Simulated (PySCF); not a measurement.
Molecule: `c1cc[pH]c1`, C$_{4}$H$_{5}$P.

Geometry:
```tsv
atom	x (Å)	y (Å)	z (Å)
C1	-0.301	-1.000	0.397
C2	1.055	-0.574	0.091
C3	1.162	0.734	-0.255
P4	-0.481	1.461	-0.422
C5	-1.231	-0.018	0.288
H6	-0.536	-2.028	0.688
H7	1.905	-1.261	0.136
H8	2.091	1.234	-0.531
H9	-0.512	2.358	0.687
H10	-2.300	-0.146	0.463
```

Geometry PBE0-D3(BJ)/def2-SVP throughout; GIAO in PySCF 2.14.0 with density-fitted response routines, gas phase, one conformer, non-relativistic; equivalent atoms averaged; basis pcSseg-2.

Q: How do the shifts δ (against TMS, H3PO4 at the same level) depend on the functional? (ppm; last column core-seconds on 1 thread of an Intel Xeon 6975P-C, shared host; the GGAs took longer than the global hybrids here, which isn't the general rule, and the cause wasn't traced)

A: 
```tsv
functional	kind	C1/C2	C3/C5	P4	H6/H7	H8/H10	H9	core-s
HF	Hartree–Fock	149.6	144.5	-62.3	7.33	7.10	4.90	14
LDA	LDA	153.9	147.1	-60.3	7.61	7.22	5.89	25
PBE	GGA	148.4	140.9	-61.8	7.53	7.09	5.61	31
BLYP	GGA	148.1	141.4	-51.4	7.43	6.97	5.49	32
BP86	GGA	148.0	140.6	-59.1	7.49	7.05	5.58	31
OPBE	GGA	143.7	135.4	-68.4	7.57	7.14	5.57	30
KT2	GGA	139.4	130.9	-68.2	7.42	6.93	5.51	30
KT3	GGA	138.0	129.8	-63.3	7.38	6.90	5.37	29
B97-D	GGA	143.5	136.5	-52.7	7.42	6.96	5.46	31
B3LYP	global hybrid	150.1	144.3	-54.8	7.42	7.05	5.38	21
PBE0	global hybrid	150.4	144.1	-65.8	7.51	7.17	5.46	21
mPW1PW91	global hybrid	150.6	144.3	-63.7	7.48	7.14	5.42	22
```

Q: Which nucleus moves most, in ppm?

A: C3/C5 (unsaturated ring CH): from 129.8 ppm with KT3 to 147.1 ppm with LDA. The smallest spread is 0.28 ppm, at H6/H7. Proton shifts span only some 12 ppm, so a few tenths of a ppm matter as much there as several ppm in carbon.
